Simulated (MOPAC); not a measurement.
MOPAC input (AM1):

```
AM1 PRECISE GNORM=0.05 LET XYZ UHF MS=0.5 GEO-OK AUX(PRECISION=9) THREADS=1
C3H5

C     1.32056975 1    0.24404560 1    0.00357452 1
C     0.02503662 1    0.39748417 1   -0.00625528 1
H     1.77580417 1   -0.75008802 1    0.02216143 1
H     2.00843188 1    1.08316633 1   -0.00602326 1
C    -1.20712725 1   -0.39301893 1   -0.00053230 1
H    -0.98200093 1   -1.46922903 1    0.01806834 1
H    -1.82155905 1   -0.16328037 1    0.87335447 1
H    -1.81155081 1   -0.19163398 1   -0.88828261 1
```

Output:

```
 *******************************************************************************
 **                                                                           **
 **                              MOPAC v23.2.5                                **
 **                                                                           **
 *******************************************************************************
 ** MOPAC's Digital Object Identifier: https://doi.org/10.5281/zenodo.6511958 **
 **                                                                           **
 ** Please cite the open-source release paper for use of this MOPAC version:  **
 ** J. E. Moussa and J. J. P. Stewart (2026)                                  **
 ** MOPAC: An open-source semiempirical molecular orbital program             **
 ** J. Open Source Softw., 11(119), 8025, https://doi.org/10.21105/joss.08025 **
 *******************************************************************************

                              AM1 CALCULATION RESULTS

 *******************************************************************************
 *  AM1        - The AM1 Hamiltonian to be used
 *  GEO-OK     - OVERRIDE INTERATOMIC DISTANCE AND OTHER SAFETY CHECKS
 *  UHF        - UNRESTRICTED HARTREE-FOCK CALCULATION
 *  MS=        - IN MECI, MAGNETIC COMPONENT OF SPIN =  0.5
 *  LET        - OVERRIDE SOME SAFETY CHECKS
 *  PRECISE    - TIGHTER CRITERIA TO BE USED
 *  XYZ        - CARTESIAN COORDINATE SYSTEM TO BE USED
 *  GNORM      - EXIT WHEN GRADIENT NORM DROPS BELOW 0.050
 *  AUX        - OUTPUT AUXILIARY INFORMATION
 *******************************************************************************
AM1 PRECISE GNORM=0.05 LET XYZ UHF MS=0.5 GEO-OK AUX(PRECISION=9) THREADS=1
 C3H5

   ATOM   CHEMICAL          X               Y               Z
  NUMBER   SYMBOL      (ANGSTROMS)     (ANGSTROMS)     (ANGSTROMS)

     1       C          1.32056975  *   0.24404560  *   0.00357452  *
     2       C          0.02503662  *   0.39748417  *  -0.00625528  *
     3       H          1.77580417  *  -0.75008802  *   0.02216143  *
     4       H          2.00843188  *   1.08316633  *  -0.00602326  *
     5       C         -1.20712725  *  -0.39301893  *  -0.00053230  *
     6       H         -0.98200093  *  -1.46922903  *   0.01806834  *
     7       H         -1.82155905  *  -0.16328037  *   0.87335447  *
     8       H         -1.81155081  *  -0.19163398  *  -0.88828261  *

          CARTESIAN COORDINATES

    NO.       ATOM           X           Y           Z

     1         C          1.3206      0.2440      0.0036
     2         C          0.0250      0.3975     -0.0063
     3         H          1.7758     -0.7501      0.0222
     4         H          2.0084      1.0832     -0.0060
     5         C         -1.2071     -0.3930     -0.0005
     6         H         -0.9820     -1.4692      0.0181
     7         H         -1.8216     -0.1633      0.8734
     8         H         -1.8116     -0.1916     -0.8883

  H: (AM1): M.J.S. DEWAR ET AL, J. AM. CHEM. SOC. 107 3902-3909 (1985)
  C: (AM1): M.J.S. DEWAR ET AL, J. AM. CHEM. SOC. 107 3902-3909 (1985)

           Empirical Formula: C3 H5  =     8 atoms

      MOLECULAR POINT GROUP   :   Cs

          UHF CALCULATION, NO. OF ALPHA ELECTRONS =    9
                           NO. OF BETA  ELECTRONS =    8

          Geometry optimization using EF

          DIAGONAL MATRIX USED AS START HESSIAN

 CYCLE:     1  GRAD.:    76.257 HEAT:  50.80910
 CYCLE:     2  GRAD.:   518.153 HEAT:  81.64394
 CYCLE:     3  GRAD.:   362.665 HEAT:  66.22037
 CYCLE:     4  GRAD.:   218.135 HEAT:  61.81904
 CYCLE:     5  GRAD.:   183.830 HEAT:  58.04487
 CYCLE:     6  GRAD.:   198.155 HEAT:  58.81158
 CYCLE:     7  GRAD.:   106.699 HEAT:  53.31253
 CYCLE:     8  GRAD.:   156.256 HEAT:  55.43191
 CYCLE:     9  GRAD.:    95.737 HEAT:  50.20792
 CYCLE:    10  GRAD.:   218.382 HEAT:  61.48712
 CYCLE:    11  GRAD.:    53.588 HEAT:  48.64481
 CYCLE:    12  GRAD.:   110.270 HEAT:  52.28671
 CYCLE:    13  GRAD.:    24.889 HEAT:  47.31537
 CYCLE:    14  GRAD.:    20.917 HEAT:  47.15635
 CYCLE:    15  GRAD.:     5.531 HEAT:  46.95458
 CYCLE:    16  GRAD.:     6.391 HEAT:  46.78099
 CYCLE:    17  GRAD.:    13.443 HEAT:  46.51981
 CYCLE:    18  GRAD.:    38.520 HEAT:  46.82133
 CYCLE:    19  GRAD.:     8.610 HEAT:  46.34539
 CYCLE:    20  GRAD.:     2.242 HEAT:  46.32512
 CYCLE:    21  GRAD.:     0.948 HEAT:  46.30935
 CYCLE:    22  GRAD.:     1.426 HEAT:  46.30343
 CYCLE:    23  GRAD.:     0.834 HEAT:  46.30171
 CYCLE:    24  GRAD.:     0.413 HEAT:  46.30095
 CYCLE:    25  GRAD.:     0.130 HEAT:  46.30084
 CYCLE:    26  GRAD.:     0.056 HEAT:  46.30083
 CYCLE:    27  GRAD.:     0.034 HEAT:  46.30082

     GRADIENT =  0.03448 IS LESS THAN CUTOFF =  0.05000

 -------------------------------------------------------------------------------
 AM1 PRECISE GNORM=0.05 LET XYZ UHF MS=0.5 GEO-OK AUX(PRECISION=9) THREADS=1
 C3H5

     GEOMETRY OPTIMISED USING EIGENVECTOR FOLLOWING (EF).
     SCF FIELD WAS ACHIEVED

                              AM1 CALCULATION
                                                       MOPAC v23.2.5 Linux

          FINAL HEAT OF FORMATION =         46.30082 KCAL/MOL =     193.72264 KJ/MOL

          COSMO AREA              =         89.79 SQUARE ANGSTROMS
          COSMO VOLUME            =         70.78 CUBIC ANGSTROMS

          GRADIENT NORM           =          0.03448          =       0.01219 PER ATOM
          IONIZATION POTENTIAL    =          8.782931 EV
          ALPHA SOMO LUMO (EV)    =         -8.783  1.559
          BETA  SOMO LUMO (EV)    =        -10.190  0.979
          NO. OF ALPHA ELECTRONS  =          9
          NO. OF BETA  ELECTRONS  =          8
          MOLECULAR WEIGHT        =         41.0725         POINT GROUP:  Cs

          MOLECULAR DIMENSIONS (Angstroms)

            Atom       Atom       Distance
            H     6    H     4     4.16255
            H     3    H     7     3.13991
            H     8    H     3     1.74266

          SCF CALCULATIONS        =         28

   ATOM   CHEMICAL          X               Y               Z
  NUMBER   SYMBOL      (ANGSTROMS)     (ANGSTROMS)     (ANGSTROMS)

     1       C          1.36334540  *   0.28180246  *   0.00318372  *
     2       C          0.08168089  *   0.09996538  *  -0.00113103  *
     3       H          2.08924958  *  -0.54690267  *   0.02018036  *
     4       H          1.80753744  *   1.28910189  *  -0.01010489  *
     5       C         -1.25744793  *  -0.35791398  *  -0.00136097  *
     6       H         -1.29934669  *  -1.48098364  *   0.01645529  *
     7       H         -1.80406202  *   0.02626481  *   0.90001645  *
     8       H         -1.79374753  *  -0.00301154  *  -0.92074844  *

                             CARTESIAN COORDINATES

   1    C        1.363345398     0.281802460     0.003183718
   2    C        0.081680889     0.099965375    -0.001131033
   3    H        2.089249576    -0.546902674     0.020180363
   4    H        1.807537439     1.289101887    -0.010104887
   5    C       -1.257447931    -0.357913983    -0.001360968
   6    H       -1.299346694    -1.480983639     0.016455287
   7    H       -1.804062024     0.026264808     0.900016447
   8    H       -1.793747531    -0.003011544    -0.920748442

           Empirical Formula: C3 H5  =     8 atoms

      MOLECULAR POINT GROUP   :   Cs

          ALPHA EIGENVALUES
 -34.52399 -28.96378 -19.39722 -15.40647 -14.52230 -14.44251 -13.44038 -10.20788
  -8.78293   1.55892   3.72530   4.23526   4.45547   4.59994   4.90111   5.09653
   6.32466

           BETA EIGENVALUES
 -33.74484 -29.17479 -18.61802 -14.76563 -14.32050 -14.22346 -13.23752 -10.19020
   0.97860   1.79779   4.25136   4.35844   4.54333   4.64283   5.22373   5.35587
   6.69306

              NET ATOMIC CHARGES AND DIPOLE CONTRIBUTIONS

  ATOM NO.   TYPE          CHARGE      No. of ELECS.   s-Pop       p-Pop
    1          C          -0.182350        4.1823     1.21899     2.96336
    2          C          -0.242668        4.2427     1.27236     2.97030
    3          H           0.124332        0.8757     0.87567
    4          H           0.130388        0.8696     0.86961
    5          C          -0.111060        4.1111     1.18999     2.92107
    6          H           0.089672        0.9103     0.91033
    7          H           0.095845        0.9042     0.90416
    8          H           0.095841        0.9042     0.90416
 DIPOLE           X         Y         Z       TOTAL
 POINT-CHG.    -0.455    -0.319     0.003     0.555
 HYBRID         0.085    -0.080     0.002     0.117
 SUM           -0.369    -0.399     0.004     0.543

          ATOMIC ORBITAL ELECTRON POPULATIONS

     Atom    s        px        py        pz
    1  C   1.21899   0.91012   1.00989   1.04335
    2  C   1.27236   0.95206   1.03934   0.97891
    3  H   0.87567
    4  H   0.86961
    5  C   1.18999   0.89993   0.99810   1.02304
    6  H   0.91033
    7  H   0.90416
    8  H   0.90416

                    (SZ)    =    0.500000
                    (S**2)  =    0.864990

          ATOMIC ORBITAL SPIN POPULATIONS

    Atom   Total    s     px     py     pz
         Atomic
    1  C -0.4637 -0.032 -0.063 -0.056 -0.313
    2  C  1.2782  0.085  0.095  0.801  0.298
    3  H  0.0980  0.098
    4  H  0.0780  0.078
    5  C -0.1238 -0.011 -0.057 -0.037 -0.018
    6  H  0.0721  0.072
    7  H  0.0306  0.031
    8  H  0.0306  0.031

 **********************
 *                    *
 * JOB ENDED NORMALLY *
 *                    *
 **********************

 == MOPAC DONE ==
```

The determinant is spin-contaminated: <S^2> is 0.86 against 0.75 for a pure state.
